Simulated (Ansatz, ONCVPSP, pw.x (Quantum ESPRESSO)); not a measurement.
Which Al potential is closest to all-electron in the bcc crystal?

All use LDA (Perdew-Wang 92), scalar-relativistic, no spin, cutoffs from each file’s atomic test, pw.x 7.5; 14³ k-points, Fermi–Dirac smearing 0.01 Ry. Δ is the rms difference from all-electron LAPW of the E(V) curves that follow from fits to the pressures, over ±6 % in volume. Mesh and smearing are coarse and serve the comparison alone. The files are a selection: those with a ghost or negative overlap were mostly not run, and those with noisy or unconverged pressures or nearly equal Δ are left out.

All-electron: a0 = 3.191 Å (V0 = 16.24 Å³/atom), B0 = 73.6 GPa.

(1) Rank them by Δ, smallest first.
A. optimised norm-conserving Vanderbilt (ONCV), ONCVPSP 4.0.1.1 (patched build), LDA (Perdew-Wang 92); core [Ne], reference 3s2 3p1; waves: 3s: rc 2.10 bohr, ncon 4, nbas 9, qcut 2.5 1/bohr, local; 3p: rc 2.20 bohr, ncon 5, nbas 10, qcut 4 1/bohr, 2 projectors, debl 2.5 Ha; d scattering state at 0.43 Ha: rc 2.10 bohr, ncon 4, nbas 8, qcut 4.5 1/bohr, 1 projector; local part: the s channel; core correction: Teter function, fcfact 3.25, rcfact 1.7.
B. optimised norm-conserving Vanderbilt (ONCV), ONCVPSP 4.0.1.1 (patched build), LDA (Perdew-Wang 92); core [Ne], reference 3s2 3p1; waves: 3s: rc 1.90 bohr, ncon 4, nbas 9, qcut 3.9 1/bohr, 2 projectors, debl 2 Ha; 3p: rc 2.20 bohr, ncon 3, nbas 6, qcut 3.6 1/bohr, 1 projector; d scattering state at 0.1 Ha: rc 2.25 bohr, ncon 4, nbas 7, qcut 4.9 1/bohr, 3 projectors, debl 0.3 Ha; local part: polynomial inside 1.90 bohr (lpopt 5, dvloc0 0 Ha); core correction: Teter function, fcfact 4.25, rcfact 1.5.
C. optimised norm-conserving Vanderbilt (ONCV), ONCVPSP 4.0.1.1 (patched build), LDA (Perdew-Wang 92); core [Ne], reference 3s2 3p1; waves: 3s: rc 1.70 bohr, ncon 4, nbas 9, qcut 3.4 1/bohr, 2 projectors, debl 2.8 Ha; 3p: rc 2.90 bohr, ncon 4, nbas 7, qcut 2.9 1/bohr, 2 projectors, debl 1.8 Ha; d scattering state at 0.31 Ha: rc 2.35 bohr, ncon 5, nbas 8, qcut 4.5 1/bohr, 2 projectors, debl 1.3 Ha; local part: polynomial inside 1.15 bohr (lpopt 5, dvloc0 0 Ha); core correction: none.

Answers

(1) B (0.6 meV/atom), C (1.8 meV/atom), A (4.3 meV/atom).
